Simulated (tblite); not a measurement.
Compound: CH3OS (doublet state).
SMILES with atom numbers: `[O:1][CH2:2][SH:3]` (hydrogens: H4, H5 on C2; H6 on S3)

The geometry is computed with GFN2-xTB (gas phase). This method treats the open shell by occupation alone, without spin polarisation.

(1) List the bond lengths, angles and torsions at this level.

## Answers

(1) 
```tsv
bond	length (bohr)
O1–C2	2.366
C2–S3	3.658
C2–H4, C2–H5	2.104
S3–H6	2.515
```

Bonds in one row agree within 0.02 bohr and their mean is given. A selection of angles:
```tsv
angle	degrees
O1–C2–S3	116.6
O1–C2–H4	117.0
S3–C2–H4	99.1
H4–C2–H5	105.2
C2–S3–H6	95.4
```

Torsions: H6–S3–C2–O1 0° (synperiplanar).

Point group: Cs (tolerance 0.08 Å). Its GFN2-xTB frequencies are all real (lowest 232 cm⁻¹). Torsions: O1–C2–S3–H 0°. 2 starts were optimised and ended at 0.00 and 3.15 kcal/mol (GFN2-xTB); the lowest of these is shown.

One conformer stands for the species.
